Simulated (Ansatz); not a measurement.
Ansatz (a first-principles code) input:
A basis named .json is the Basis Set Exchange file of that set.

Ansatz 0.2 input:
```yaml
crystal:
  periodic: [false, false, false]
  atoms:
    - {symbol: Cl, position_ang: [-0.00000000, -0.00000000, -0.07122178]}
    - {symbol: H, position_ang: [0.00000000, 0.00000000, 1.21077034]}
basis:
  gaussian:
    orbitals: aug-cc-pV_D+d_Z.json
magnetization: {spin_polarized: false}
correlation: {method: ccsd_t, electrons: outside_noble_gas}
output: {forces: true}
```

Question: Which total energy does the run end on?

Answer: -460.27968 Eh (CCSD(T)/aug-cc-pV(D+d)Z). The basis has 41 functions.
